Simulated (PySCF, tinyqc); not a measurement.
Inside a calculation. Method: RHF in the sto-6g basis, for HF, spin multiplicity 1. The lowest restricted solution is unstable here: a spin-polarised one lies 0.1048 hartree lower (PySCF). One step of it, computed by the program tinyqc.

Task: Iteration 3: DIIS coefficients. Solve [B -1; -1 0][c; lambda] = [0; -1] for the coefficients, which sum to one.

B (overlaps of the stored error matrices):
```
                1               2
1   4.9994848e-01  -2.2989908e-01
2  -2.2989908e-01   1.4175832e-01
```

Give: DIIS coefficients.

Result:

DIIS coefficients: 0.3374  0.6626
